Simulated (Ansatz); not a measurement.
# Diamond-structure Ge

These are PBEsol (plane waves, PAW; Ansatz, a program for electronic structure) values and carry that method's errors.

Numerical settings: plane-wave cutoff 500 eV, 3×3×3 k mesh, Fermi–Dirac smearing 0.05 eV, cell of 64 sites, scalar-relativistic PAW data made under PBE.

Cell: relaxed at this level.

For diamond-structure Ge, the vacancy formation energy is 2.28 eV and the vacancy formation energy before relaxation is 2.78 eV.

Note: the vacancy is neutral, without spin, and relaxed from the ideal cell, whose symmetry can bar a Jahn–Teller distortion; the defect's distortion and the cell size are not converged; energies are extrapolated to zero smearing, and mesh and cell size move such values by some tenths of an eV.

Static lattice: no zero-point or thermal effects.

Computing time: very roughly 70 core-minutes.
